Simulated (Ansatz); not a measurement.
in.yaml

```yaml
crystal:
  periodic: [false, false, false]
  atoms:
    - {symbol: Hf, position_ang: [0.000000, 0.000000, 0.150300]}
    - {symbol: Cl, position_ang: [0.000000, 0.000000, -2.224700]}
    - {symbol: H, position_ang: [0.000000, 0.000000, 2.074400]}
basis:
  gaussian: {orbitals: def2-SVP}
total_charge: 1
magnetization: {spin_polarized: false, initial_magnetization: 1}
correlation: {method: ccsdt_q, electrons: outside_noble_gas}
```

```sh
$ ansatz run in.yaml --threads 1 --pin off --events-out ev --progress --plain --max-ram 2393MiB
```

Log:

```
959 factors; integrals over basis functions are off by at most 1.8e-7 eV
mean field evaluation 1: about -13795.3625 eV, gradient 3.2e1 eV
mean field evaluation 2: about -13795.3685 eV, gradient 3.2e1 eV
mean field evaluation 4: about -13799.5063 eV, gradient 1.6e0 eV
mean field evaluation 8: about -13799.5537 eV, gradient 1.3e-1 eV
mean field evaluation 16: about -13799.5538 eV, gradient 5.1e-4 eV
mean field evaluation 32: about -13799.4871 eV, gradient 5.3e0 eV
mean field evaluation 64: about -13799.5566 eV, gradient 4.7e-1 eV
mean field evaluation 96: about -13799.5714 eV, gradient 4.4e-1 eV
mean field evaluation 128: about -13798.9120 eV, gradient 4.1e0 eV
mean field evaluation 160: about -13799.5697 eV, gradient 1.4e-2 eV
...
cycle  12  -5.82326714 eV  change   -3.9e-5 eV  update   1.6e-4
cycle  13  -5.82326413 eV  change    3.0e-6 eV  update   1.0e-4
cycle  14  -5.82322836 eV  change    3.6e-5 eV  update   6.1e-5
cycle  15  -5.82328053 eV  change   -5.2e-5 eV  update   3.6e-5
cycle  16  -5.82330507 eV  change   -2.5e-5 eV  update   1.5e-5
cycle  17  -5.82330128 eV  change    3.8e-6 eV  update   8.5e-6
cycle  18  -5.82330149 eV  change   -2.1e-7 eV  update   5.5e-6
cycle  19  -5.82330093 eV  change    5.6e-7 eV  update   3.3e-6
cycle  20  -5.82329969 eV  change    1.2e-6 eV  update   1.9e-6
cycle  21  -5.82329945 eV  change    2.4e-7 eV  update   1.0e-6
perturbative correction -0.00931859 eV, -0.0003424518 hartree
Total energy: -13805.38643905 eV, -507.3385940080 hartree
```

Ran on 1 thread of Arm Neoverse V1, shared host: 89 s wall, 0.91 GiB peak host memory.
